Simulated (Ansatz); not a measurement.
**triplet CHNO at 6 levels**

Wanted: a comparison of 6 runs (U-r2SCAN0/STO-3G, U-wB97X/STO-3G, UB2PLYP/STO-3G, UCCSDTQ/STO-3G, UCCSD(T)/STO-3G, FCI/STO-3G) of triplet CHNO. 

The results are computed with Ansatz 0.2.0.

71 further runs of the same task are left out: 2 that didn't finish, 69 set aside as unsound or not needed.

**1. The structure to begin with**

CHNO: 4 atoms, total charge 0, spin state triplet. As SMILES of the parent species, `N#CO`. The coordinates come from a PBE0-D4/def2-TZVP relaxation. That shape belongs to the parent species and isn't relaxed for this state.

Bond lengths: N1–C2 1.153 Å, C2–O3 1.290 Å, O3–H4 0.966 Å. Angles: N1–C2–O3 176.9°, C2–O3–H4 110.5°.

**2. The energy at U-r2SCAN0/STO-3G (run 1)**

run.yaml

```yaml
crystal:
  periodic: [false, false, false]
  atoms:
    - {symbol: "N", position_ang: [-1.343020, -0.163260, 0.884430]}
    - {symbol: C, position_ang: [-0.431900, 0.072570, 0.218870]}
    - {symbol: O, position_ang: [0.558270, 0.398850, -0.541130]}
    - {symbol: H, position_ang: [1.216640, -0.308160, -0.562170]}
basis:
  gaussian:
    orbitals: STO-3G
magnetization:
  spin_polarized: true
  initial_magnetization: 2
hamiltonian:
  xc: {name: r2SCAN0}
accuracy: high
```

Run with:

```sh
$ ansatz run run.yaml --threads 1 --pin off --max-ram 3480MiB --events-out events.jsonl --progress --plain --runs-dir runs
```

Output:

```text
Warning: RAYON_NUM_THREADS=1 ignored (pool sized by the plan → 1); use --threads N
Functional definition: r2SCAN0
  name "r2SCAN0"
  parameter a = 0.25
  parameter k0 = 0.174
  parameter k1 = 0.065
  parameter a1 = 4.9479
  exchange = (1 - a)*r2scan_x(k0 = k0, k1 = k1, a1 = a1) + a*exact_x
  correlation = r2scan_c
274 factors; integrals over basis functions are off by at most 3.1e-8 eV
mean field evaluation 1: about -4512.3588 eV, gradient 2.7e1 eV
mean field evaluation 2: about -4470.6052 eV, gradient 8.0e1 eV
mean field evaluation 4: about -4517.1948 eV, gradient 3.1e0 eV
mean field evaluation 8: about -4517.2860 eV, gradient 1.3e-1 eV
mean field evaluation 16: about -4517.2862 eV, gradient 9.5e-5 eV
mean field evaluation 32: about -4517.6495 eV, gradient 1.2e-8 eV
mean field -4517.64954494 eV, -166.0205586037 hartree, gradient 1.9e-8 eV, S^2 2.004810; 4 other end points of the search recorded, 0 dependent functions left out
reference -4517.64954532 eV, -166.0205586176 hartree; 12, 10 occupied and 4, 6 virtual orbitals, 274 factors
Total energy: -4517.64954532 eV, -166.0205586176 hartree
```

Run time: 2.8 s. Hardware: 1 thread of Intel Xeon 6975P-C (Granite Rapids), shared host; peak memory 0.2 GiB.

**3. A single-point energy at U-wB97X/STO-3G (run 2)**

job.yaml

```yaml
crystal:
  periodic: [false, false, false]
  atoms:
    - {symbol: "N", position_ang: [-1.343020, -0.163260, 0.884430]}
    - {symbol: C, position_ang: [-0.431900, 0.072570, 0.218870]}
    - {symbol: O, position_ang: [0.558270, 0.398850, -0.541130]}
    - {symbol: H, position_ang: [1.216640, -0.308160, -0.562170]}
basis:
  gaussian: {orbitals: STO-3G}
magnetization: {spin_polarized: true, initial_magnetization: 2}
hamiltonian: {xc: {name: wB97X}}
accuracy: high
```

Run with:

```sh
$ ansatz run job.yaml --threads 1 --pin off --max-ram 3480MiB --events-out events.jsonl --progress --plain --runs-dir runs
```

Output, cut to the lines that bear on the results:

```text
Warning: RAYON_NUM_THREADS=1 ignored (pool sized by the plan → 1); use --threads N
Functional definition: wB97X
  name "wB97X"
[...]
      + exact_x_lr(omega)
[...]
      + integral(e_c_pw_opposite_spin*poly(b97_u_opposite, 1, cos1, cos2, cos3, cos4))
274 factors; integrals over basis functions are off by at most 3.1e-8 eV
123 factors; integrals over basis functions are off by at most 7.4e-10 eV
[...]
mean field -4518.96277160 eV, -166.0688187932 hartree, gradient 4.2e-8 eV, S^2 2.002987; 6 other end points of the search recorded, 0 dependent functions left out
reference -4518.96277058 eV, -166.0688187560 hartree; 12, 10 occupied and 4, 6 virtual orbitals, 274 factors
Total energy: -4518.96277058 eV, -166.0688187560 hartree
```

Run time: 6 s. Hardware: 1 thread of Intel Xeon 6975P-C (Granite Rapids), shared host; peak memory 0.32 GiB.

Run 3 isn't shown in full; the table further down has it.

**4. A single-point energy at UCCSDTQ/STO-3G (run 4)**

run.yaml

```yaml
basis:
  gaussian:
    orbitals: STO-3G
crystal:
  periodic: [false, false, false]
  atoms:
    - {symbol: N, position_ang: [-1.343020, -0.163260, 0.884430]}
    - {symbol: C, position_ang: [-0.431900, 0.072570, 0.218870]}
    - {symbol: O, position_ang: [0.558270, 0.398850, -0.541130]}
    - {symbol: H, position_ang: [1.216640, -0.308160, -0.562170]}
magnetization:
  spin_polarized: true
  initial_magnetization: 2
correlation:
  method: ccsdtq
  frozen_orbitals: {C: 1, H: 0, "N": 1, O: 1}
accuracy: high
scf:
  omitted_lower_state_checks: [cluster_reference, increment]
```

Run with:

```sh
$ ansatz run run.yaml --threads 1 --pin off --max-ram 3480MiB --events-out events.jsonl --progress --plain --runs-dir runs
```

Output:

```text
Warning: RAYON_NUM_THREADS=1 ignored (pool sized by the plan → 1); use --threads N
[... 17 lines left out ...]
3 core orbitals not correlated: weight in the atoms' cores, before any rotation towards them, 1.000 or more for the frozen orbitals, at most 0.000 for the correlated occupied ones
[... 66 lines left out ...]
WARN: these amplitudes may be one of several solutions (largest doubles amplitude 1.03, level shift 0.00 eV)
Total energy: -4501.66564459 eV, -165.4331611002 hartree
Checks for a lower state left out: cluster_reference, increment
```

Wall time 65 s (1 thread of Intel Xeon 6975P-C (Granite Rapids), shared host); peak memory 0.45 GiB.

Run 5 isn't shown in full; the table further down has it.

**5. A single-point energy at FCI/STO-3G (run 6)**

in.yaml

```yaml
crystal:
  periodic: [false, false, false]
  atoms:
    - {symbol: N, position_ang: [-1.343020, -0.163260, 0.884430]}
    - {symbol: C, position_ang: [-0.431900, 0.072570, 0.218870]}
    - {symbol: O, position_ang: [0.558270, 0.398850, -0.541130]}
    - {symbol: H, position_ang: [1.216640, -0.308160, -0.562170]}
basis:
  gaussian: {orbitals: STO-3G}
magnetization: {spin_polarized: true, initial_magnetization: 2}
correlation: {method: fci, frozen_orbitals: {C: 1, H: 0, "N": 1, O: 1}}
accuracy: high
```

Run with:

```sh
$ ansatz run in.yaml --threads 1 --pin off --max-ram 3480MiB --events-out events.jsonl --progress --plain --runs-dir runs
```

Output, cut to the lines that bear on the results:

```text
Warning: RAYON_NUM_THREADS=1 ignored (pool sized by the plan → 1); use --threads N
Functional definition: HF
  name "HF"
[...]
274 factors; integrals over basis functions are off by at most 3.1e-8 eV
[...]
mean field -4497.16435337 eV, -165.2677416990 hartree, gradient 3.7e-8 eV, S^2 2.010503; 10 other end points of the search recorded, 0 dependent functions left out
determinant -4497.16435337 eV, -165.2677416990 hartree, with singles and doubles -4501.08379217 eV, -165.4117784182 hartree
determinant -4496.64911273 eV, -165.2488069545 hartree, with singles and doubles -4500.52314865 eV, -165.3911751487 hartree
3 core orbitals not correlated: weight in the atoms' cores, before any rotation towards them, 1.000 or more for the frozen orbitals, at most 0.000 for the correlated occupied ones
reference -4497.07885610 eV, -165.2645997323 hartree; 9, 7 occupied and 4, 6 virtual orbitals, 274 factors
state -4501.66310265 eV, -165.4330676854 hartree
Total energy: -4501.66310265 eV, -165.4330676854 hartree
```

Wall time 13 s (1 thread of Intel Xeon 6975P-C (Granite Rapids), shared host); peak memory 0.25 GiB.

**6. The series**

| run | level | frozen core orbitals | energy (Eh) | ⟨S²⟩ | wall time |
| --- | --- | --- | --- | --- | --- |
| 1 | U-r2SCAN0/STO-3G | – | -166.020559 | 2.005 | 2.8 s |
| 2 | U-wB97X/STO-3G | – | -166.068819 | 2.003 | 6 s |
| 3 | UB2PLYP/STO-3G | 3 | -165.857023 | 2.005 | 1.4 s |
| 4 | UCCSDTQ/STO-3G | 3 | -165.433161 | 2.011 | 65 s |
| 5 | UCCSD(T)/STO-3G | 3 | -165.427630 | 2.011 | 0.42 s |
| 6 | FCI/STO-3G | 3 | -165.433068 | – | 13 s |

**7. Outcome**

| quantity | value |
| --- | --- |
| run 6: total energy | -165.43307 Eh |
| run 6: correlation energy (3 core orbitals frozen) | -168.5 mEh |

**Reading.** Against full CI in this basis: UCCSDTQ -0.1 mEh; UCCSD(T) +5.4 mEh. Totals of different functionals can't be ranked against each other. In runs 1, 2, 3, 4, 5, 6 the basis is minimal, so the values are rough. All runs together took 89 s, the longest 65 s.
